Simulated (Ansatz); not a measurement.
What a trial cell of Tl3O2 relaxes into

The calculation used DFT r2SCAN, scalar-relativistic, plane waves, PAW (Ansatz). Cutoff 500 eV, Γ-centred k mesh, Gaussian smearing, no spin polarisation in the final step.

The start puts Tl3O2 on the anti-A-type sesquioxide structure type (P-3m1, No. 164), with O in place of La, Tl in place of O, at a guessed volume.

```xyz
5
Lattice="4.2037 0.0000 0.0000 -2.1018 3.6405 0.0000 0.0000 0.0000 6.5403" Properties=species:S:1:pos:R:3 pbc="T T T"
Tl    0.0000    0.0000    0.0000
Tl    0.0000    2.4270    4.2185
Tl    2.1018    1.2135    2.3218
O     0.0000    2.4270    1.6024
O     2.1018    1.2135    4.9379
```

Cell and atoms relax at zero pressure; the relaxation can't lower the symmetry of the start. After a coarse first stage the cell is made exact in the group found at 0.06 Å.

Energies over the elements count from the elements' standard structures at the same level (O₂ as a molecule), with no empirical corrections.

(1) Which crystal results?

(2) What are its volume, energy, density and gap?

Results:

(1) It keeps P-3m1 (No. 164), but not the shape of the type it started on. Conventional cell: a = 3.936 Å, c = 7.705 Å. Around Tl on Wyckoff site a (1 atom of the primitive cell) lie 6 Tl at 3.33 Å and 6 O at 3.73 Å (next Tl at 3.94 Å); around Tl on Wyckoff site d (2 atoms of the primitive cell) lie 4 O at 2.32–2.33 Å; around O lie 4 Tl at 2.32–2.33 Å and 3 O at 2.90 Å.

```cif
data_structure
_symmetry_space_group_name_H-M 'P-3m1'
_symmetry_Int_Tables_number 164
_cell_length_a 3.9360
_cell_length_b 3.9360
_cell_length_c 7.7053
_cell_angle_alpha 90.000
_cell_angle_beta 90.000
_cell_angle_gamma 120.000
_cell_volume 103.38
loop_
_atom_site_label
_atom_site_type_symbol
_atom_site_symmetry_multiplicity
_atom_site_Wyckoff_symbol
_atom_site_fract_x
_atom_site_fract_y
_atom_site_fract_z
_atom_site_occupancy
Tl1 Tl 1 a 0.00000 0.00000 0.00000 1
Tl2 Tl 2 d 0.33333 0.66667 0.68411 1
O1 O 2 d 0.33333 0.66667 0.38337 1
```

(2) The volume per atom is 20.68 Å³, the density is 10.36 g/cm³ and the energy over the elements is -0.48 eV/atom. The gap on the 12×12×6 mesh is 0 eV (a metal).

The final run used a 12×12×6 mesh on its 5-atom cell and 0.10 eV smearing. The k mesh leaves about 4 meV/atom of noise in metals. Spin–orbit coupling is left out. A structure relaxed within its symmetry needn't be a true minimum. The steps took of the order of 8 core-minutes in all.